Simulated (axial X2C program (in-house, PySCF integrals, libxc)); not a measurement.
**Potential curves of CCl⁻, with spin–orbit coupling**

Calculated with an in-house all-electron X2C program for linear molecules (integrals from PySCF). Two-component (2c) means X2C with spin–orbit coupling and atomic mean-field two-electron Coulomb and Gaunt terms. Basis: Cl dyall-av3z [9s8p3d2f], C dyall-av3z [8s7p3d2f] (cores contracted in-house); Gaussian nuclei, density fitting, unrestricted open shells. Masses: Cl 34.969 u, C 12.000 u.

State: Ω = 1 (⟨Sz⟩ = 1.00, ⟨Lz⟩ = 0.00 at r2SCAN). Energies in kJ/mol from the fragments at the same level (Cl- + C). Fits are polynomials in 1 − R0/R over 0.85 to 1.23 times the lowest point R0.

| R (Å) | r2SCAN | PBE0 | CCSD | MP2 |
| --- | --- | --- | --- | --- |
| 1.6191 | -160.69 | -160.17 |  | -122.29 |
| 1.6935 | -184.14 | -182.48 | -128.89 | -145.30 |
| 1.7493 | -194.27 | -191.69 | -139.73 | -154.91 |
| 1.8052 | -199.81 | -196.25 | -145.92 | -159.80 |
| 1.8610 | -201.90 | -197.33 | -148.60 | -161.16 |
| 1.9261 | -201.12 | -195.36 | -148.50 | -159.46 |
| 1.9913 | -197.80 | -190.89 | -145.89 | -155.22 |
| 2.0750 | -190.93 | -182.69 | -140.04 | -147.30 |
| 2.1774 | -179.97 | -170.38 |  | -135.38 |
| 2.3262 | -161.54 | -150.60 |  | -116.41 |

Correlated methods: 12 electrons correlated (number of frozen shells: Cl 2 s, 1 p; C 1 s), 198 virtual spin orbitals or spinors in MP2.

One determinant describes the state; a PBE0 search over occupations chose it and may have missed a lower one. Dissociation energies refer to the lowest single-determinant-based atoms at the same level and basis. Density functionals use the spin component along the axis (collinear). CCSD ran in a truncated set of natural virtual spinors with an MP2 remainder; without triples it tends to underbind. In 2c an atomic determinant is not the ground J level, so De misses part of the atomic spin–orbit lowering. This holds for r2SCAN, PBE0, CCSD, MP2. Without a current term, density functionals place determinants with orbital angular momentum somewhat too high. With several unpaired electrons one determinant need not be a pure state. Open-shell Ω = 0 determinants with evenly filled partner blocks cannot be reached by this program, so the Ω shown need not be the lowest component. This is the Ω = 1 component of a π² triplet; the 0⁺ component is not one determinant and can lie lowest. The highest occupied level of some functionals is positive through self-interaction error; at Hartree–Fock it is bound. Coupled cluster ran on the points near the minimum only. MP2 and coupled cluster on one determinant become unreliable at the stretched end.

**Question.** Fit the r2SCAN curve near its minimum: give the equilibrium distance, the harmonic wavenumber and the well depth.

**Answer.** At r2SCAN, 2c: Re = 1.876 Å, ωe ≈ 491 cm⁻¹, De = 2.09 eV to Cl- + C; Be follows as 0.536 cm⁻¹.

**Question.** Fit the PBE0 curve near its minimum: give the equilibrium distance, the harmonic wavenumber and the well depth.

**Answer.** At PBE0, 2c: Re = 1.854 Å, ωe ≈ 520 cm⁻¹, De = 2.05 eV to Cl- + C; Be follows as 0.549 cm⁻¹.

**Question.** What are Re, ωe and De at the CCSD level?

**Answer.** At CCSD, 2c: Re = 1.890 Å, ωe ≈ 473 cm⁻¹, De = 1.54 eV to Cl- + C; Be follows as 0.528 cm⁻¹.

**Question.** Fit the MP2 curve near its minimum: give the equilibrium distance, the harmonic wavenumber and the well depth.

**Answer.** At MP2, 2c: Re = 1.859 Å, ωe ≈ 517 cm⁻¹, De = 1.67 eV to Cl- + C; Be follows as 0.546 cm⁻¹.
